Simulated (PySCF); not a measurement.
Choosing a molecule for a target property.

Each SMILES stands for a single optimised conformer of the isolated species, non-relativistic unless stated. Electronic properties by PySCF.

Dipoles, sizes and rotational constants follow the conformer. The torsions of the flexible species, by atom-mapped SMILES:
- `[CH2:1]=[CH:2]/[CH:3]=[CH:4]/[O:5][CH:6]([F:7])[F:8]`: C1–C2–C3–C4 179°, C3–C4–O5–C6 -10°, C4–O5–C6–F7 -167°
- `[F:1][CH:2]([F:3])[CH2:4][O:5][C:6]1=[CH:7][CH2:8]1`: F1–C2–C4–O5 153°, C2–C4–O5–C6 75°, C4–O5–C6–C7 2°
- `[CH3:1][O:2][SiH:3]1[CH2:4][SiH2:5][CH2:6]1`: C1–O2–Si3–C4 -76°
- `[SiH3:1][O:2][SiH:3]1[CH2:4][CH2:5][CH2:6]1`: Si1–O2–Si3–C4 62°
- `[CH2:1]=[CH:2][S:3]([F:4])([F:5])([F:6])([F:7])[F:8]`: C1–C2–S3–F4 -45°
- `[O:1]=[C:2]([OH:3])[CH2:4][C:5](=[O:6])[OH:7]`: O1–C2–C4–C5 74°, C2–C4–C5–O6 74°, H–O3–C2–O1 -2°, H–O7–C5–C4 177°
- `[CH3:1][CH2:2][C:3]([CH3:4])([CH3:5])[CH3:6]`: C1–C2–C3–C4 180°
- `[SiH3:1][SiH2:2][CH:3]1[CH2:4][O:5][CH2:6]1`: Si1–Si2–C3–C4 -47°
- `[CH3:1][CH2:2][C:3]([F:4])([F:5])[F:6]`: C1–C2–C3–F4 -60°

The conformers of `C[Si@@H]1CC[SiH2]O1` aren't listed.

(1) Wanted: static isotropic polarisability between 85 au and 88 au (CAM-B3LYP/def2-SVPD) and lowest singlet excitation above 6.5 eV (TDDFT CAM-B3LYP/def2-SVPD), at GFN2-xTB geometries. Which candidate meets both?
A. `C[Si@@H]1CC[SiH2]O1`
B. `[SiH3]O[SiH]1CCC1`
C. `C=CS(F)(F)(F)(F)F`
D. `C(COC1=CC1)(F)F`
E. `C(c1pc([SiH3])oc1Cl)#C`
F. `CO[SiH]1C[SiH2]C1`
G. `C=C/C=C/OC(F)F`

(2) Wanted: electronic spatial extent ⟨r²⟩ about the centre of nuclear charge below 900 bohr² (CAM-B3LYP/def2-SVPD) and lowest triplet excitation (Tamm–Dancoff) above 6.6 eV (TDA CAM-B3LYP/def2-SVPD), at GFN2-xTB geometries. Which candidate meets both?
A. `[SiH3]O[SiH]1CCC1`
B. `CC(C)(CC)C`
C. `C#Cc1pc([SiH3])oc1Cl`
D. `FC(F)COC1=CC1`
E. `O=C(O)CC(=O)O`
F. `CO[SiH]1C[SiH2]C1`
G. `C=C/C=C/OC(F)F`

(3) Wanted: HOMO–LUMO gap between 9.85 eV and 12 eV (CAM-B3LYP/def2-SVPD) and HOMO energy below -9.5 eV (CAM-B3LYP/def2-SVPD), at GFN2-xTB geometries. Which candidate meets both?
A. `CCC(F)(F)F`
B. `[SiH3][SiH2]C1COC1`
C. `C=CS(F)(F)(F)(F)F`
D. `C=C/C=C/OC(F)F`
E. `O=C(O)CC(=O)O`
F. `CO[SiH]1C[SiH2]C1`

(4) Wanted: smallest rotational constant above 1.3 GHz (GFN2-xTB) and dipole moment above 0.7 D (CAM-B3LYP/def2-SVPD), at GFN2-xTB geometries. Which candidate meets both?
A. `OC(=O)CC(=O)O`
B. `CCC(C)(C)C`
C. `C(=C)/C=C/OC(F)F`
D. `FC(F)COC1=CC1`
E. `C#Cc1pc([SiH3])oc1Cl`

## Answers

(1) B. Computed values:
```csv
species,static isotropic polarisability,lowest singlet excitation
C=CS(F)(F)(F)(F)F,54.2 au,6.08 eV
C(COC1=CC1)(F)F,63.3 au,6.40 eV
C=C/C=C/OC(F)F,72.6 au,5.84 eV
C[Si@@H]1CC[SiH2]O1,84.5 au,7.33 eV
[SiH3]O[SiH]1CCC1,86.1 au,6.97 eV
CO[SiH]1C[SiH2]C1,89.1 au,6.70 eV
C(c1pc([SiH3])oc1Cl)#C,128.1 au,4.87 eV
```

(2) B. Computed values:
```csv
species,electronic spatial extent ⟨r²⟩ about the centre of nuclear charge,lowest triplet excitation (Tamm–Dancoff)
CC(C)(CC)C,696 bohr²,8.43 eV
O=C(O)CC(=O)O,743 bohr²,5.29 eV
CO[SiH]1C[SiH2]C1,1048 bohr²,6.41 eV
FC(F)COC1=CC1,1094 bohr²,4.35 eV
[SiH3]O[SiH]1CCC1,1157 bohr²,6.72 eV
C=C/C=C/OC(F)F,1319 bohr²,3.27 eV
C#Cc1pc([SiH3])oc1Cl,2104 bohr²,3.01 eV
```

(3) E. Computed values:
| species | HOMO–LUMO gap | HOMO energy |
| --- | --- | --- |
| C=C/C=C/OC(F)F | 8.24 eV | -8.10 eV |
| [SiH3][SiH2]C1COC1 | 9.57 eV | -8.67 eV |
| C=CS(F)(F)(F)(F)F | 9.79 eV | -10.89 eV |
| CO[SiH]1C[SiH2]C1 | 9.91 eV | -8.94 eV |
| O=C(O)CC(=O)O | 10.40 eV | -10.02 eV |
| CCC(F)(F)F | 13.16 eV | -11.93 eV |

(4) A. Computed values:
```csv
species,smallest rotational constant,dipole moment
C#Cc1pc([SiH3])oc1Cl,0.493 GHz,0.57 D
C(=C)/C=C/OC(F)F,0.815 GHz,2.57 D
FC(F)COC1=CC1,1.005 GHz,0.75 D
OC(=O)CC(=O)O,1.594 GHz,1.34 D
CCC(C)(C)C,2.511 GHz,0.05 D
```
